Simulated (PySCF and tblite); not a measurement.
C₅H₉N, numbered as in [CH3:1][CH2:2][CH2:3][CH2:4][C:5]#[N:6].

Level: PBE0-D3(BJ)/def2-TZVP (IEF-PCM, chloroform)//PBE0-D3(BJ)/def2-SVP, thermal terms from GFN2-xTB, symmetry numbers and mirror pairs counted. Conformers within 3 kcal/mol (GFN2-xTB free energy) were kept, 8 at most. GIAO shieldings: PBE0/pcSseg-1 (IEF-PCM, chloroform). Shifts are against TMS (¹H), TMS (¹³C), NH3 (¹⁵N) at the same level. Programs: PySCF with density fitting and tblite.

Torsions listed: C1–C2–C3–C4, C2–C3–C4–C5. Of a mirror pair one member is shown.

```tsv
conformer	shape	weight %	dipole D
1	180°, -63°	41.5	4.97
2	180°, 180°	23.3	5.20
3	-62°, -59°	17.8	4.97
4	64°, 178°	15.3	5.25
5	-66°, 75°	2.2	5.06
```

Question: How do the computed shifts compare with measured ones?

Answer: 
```csv
nucleus,signal,leading conformer,average,measured,medium
¹H,H1,1.04,1.00,0.96,not stated per compound (mostly CDCl3 or CCl4)
¹H,H2,1.37,1.35,1.5,not stated per compound (mostly CDCl3 or CCl4)
¹H,H3,1.38,1.46,1.63,not stated per compound (mostly CDCl3 or CCl4)
¹H,H4,2.37,2.31,2.34,not stated per compound (mostly CDCl3 or CCl4)
```

Measured values: Pretsch, Buehlmann, Badertscher, Structure Determination of Organic Compounds, 4th ed. (2009). Mean difference for ¹H: -0.08 ppm, scatter 0.09 ppm. The computed shifts are unscaled and lack vibrational corrections.


¹⁵N shifts are against a computed isolated NH3 molecule, about 20 ppm from the liquid.